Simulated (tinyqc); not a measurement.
Geometry optimisation on the RHF/sto-3g surface (energies and gradients from PySCF), for H2O, spin multiplicity 1, step by step. Computed by tinyqc, a small Python program that keeps every step (integrals from PySCF). Settings: charge = 0, multiplicity = 1, basis = sto-3g, optimiser = bfgs, first Hessian = 0.6, largest step = 0.1, iteration cap = 30. Command: `OMP_NUM_THREADS=1 python tinyqc.py 30289 30290 out.jsonl` (the two numbers bound the seeds that draw the settings). One thread of a shared host (Intel(R) Xeon(R) Processor @ 2.60GHz), about 0.5 s of CPU time with the checks.

## Step 1: energy and gradient

positions at the start (bohr):
```
            x          y         z
1O   0.051023   0.117163  0.013228
2H  -0.098266   1.311470  1.243440
3H   0.035905  -1.275565  1.171630
```

Self-consistent energy and analytic gradient at these positions.

energy = -74.95419457 hartree

gradient (hartree/bohr):
```
              x            y            z
1O  -0.00883440   0.05719712   0.08200527
2H   0.01045246  -0.10339275  -0.07262870
3H  -0.00161806   0.04619563  -0.00937657
```

## Step 1: move

Quasi-Newton step p = -H^(-1) g (first H = 0.6 times the unit matrix); steps longer than 0.1 bohr are cut back (factor 0.356 here).

positions after step 1 (bohr):
```
            x          y          z
1O   0.056267   0.083207  -0.035456
2H  -0.104471   1.372851   1.286557
3H   0.036865  -1.302990   1.177197
```

## Step 2: energy and gradient

As before.

energy = -74.96306363 hartree

gradient (hartree/bohr):
```
              x            y            z
1O   0.00068036  -0.00618763  -0.00509790
2H   0.00097414  -0.02596516   0.00438389
3H  -0.00165451   0.03215280   0.00071401
```

## Step 2: move

inverse Hessian in use (bohr^2/hartree):
```
           1          2          3          4          5          6          7          8
1   1.662303   0.029292   0.039800   0.004128  -0.031323  -0.035173   0.000236   0.002031
2   0.029292   1.470303  -0.267311  -0.027951   0.214943   0.236252  -0.001340  -0.018579
3   0.039800  -0.267311   1.303805  -0.037476   0.282462   0.320663  -0.002324  -0.015151
4   0.004128  -0.027951  -0.037476   1.663008   0.024939   0.033100  -0.000469   0.003012
5  -0.031323   0.214943   0.282462   0.024939   1.531223  -0.249272   0.006384  -0.079500
6  -0.035173   0.236252   0.320663   0.033100  -0.249272   1.383296   0.002072   0.013020
7   0.000236  -0.001340  -0.002324  -0.000469   0.006384   0.002072   1.666900  -0.005044
8   0.002031  -0.018579  -0.015151   0.003012  -0.079500   0.013020  -0.005044   1.764745
9  -0.004627   0.031059   0.042198   0.004375  -0.033190  -0.037292   0.000252   0.002131

           9
1  -0.004627
2   0.031059
3   0.042198
4   0.004375
5  -0.033190
6  -0.037292
7   0.000252
8   0.002131
9   1.661761
```

Quasi-Newton step p = -H^(-1) g (the inverse Hessian comes from BFGS updates; coordinates in the order x, y, z of each atom); steps longer than 0.1 bohr are cut back.

positions after step 2 (bohr):
```
            x          y          z
1O   0.054796   0.096067  -0.024072
2H  -0.106056   1.419060   1.276720
3H   0.039922  -1.362059   1.175650
```

## Convergence

Stop when the largest gradient component is below 3e-5 hartree/bohr. The inverse Hessian follows the BFGS update with s = step, y = change of gradient.

Course of the optimisation:
```
step   E (hartree)  largest gradient (hartree/bohr)
1     -74.95419457                         1.03e-01
2     -74.96306363                         3.22e-02
3     -74.96504178                         1.69e-02
4     -74.96572016                         1.45e-02
5     -74.96589995                         1.17e-03
6     -74.96590113                         2.77e-04
7     -74.96590119                         1.66e-06
```

Final distances (angstrom):
```
pair   distance
2H-1O  0.989409
3H-1O  0.989409
3H-2H  1.516156
```

Converged in 7 steps.
